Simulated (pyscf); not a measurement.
PySCF, gas phase, ωB97X-D3(BJ)/def2-SVP geometries.

Task: Estimate by transition-state theory the rate constant of H₂N–SiH₂–NH–Si•(NH₂)–OH + hydrogen (H₂) -> H₂N–SiH•–NH–SiH₂–NH₂ + water (H₂O) (doublet surface; O–Si, H–H broken, H–Si, H–O formed) at 1200 K, with ωB97M-D3(BJ)/def2-TZVP energies (ideal gas, 1 atm, RRHO with modes under 100 cm⁻¹ raised to 100, one conformer, R ln 2 for chiral ones without a mode under 150 cm⁻¹; no tunnelling).

Result: The electronic barrier is 43.0 kcal/mol and the thermal terms add +42.6, so ΔG‡ = 85.6 kcal/mol. With k_BT/h = 2.50e+13 s⁻¹ and RT = 2.385 kcal/mol, and a volume of 1.64e-19 cm³ per molecule at 1 atm, k = 1.1e-21 cm³ molecule⁻¹ s⁻¹. Wigner's tunnelling factor for 1460i cm⁻¹ would be 1.13. A shift of 1 kcal/mol in the barrier changes k by a factor 1.5. On the product side the descent ends in an adduct with a O–Si contact, 7.3 kcal/mol over the separated species and 15.7 kcal/mol under the saddle at ωB97X-D3(BJ)/def2-TZVP. What is counted as broken (O–Si) persists as a longer contact in the product adduct; parting that adduct is a step of its own. At the saddle there is also a short H–Si contact that neither side keeps. One saddle was located; it need not be the lowest between these sides.
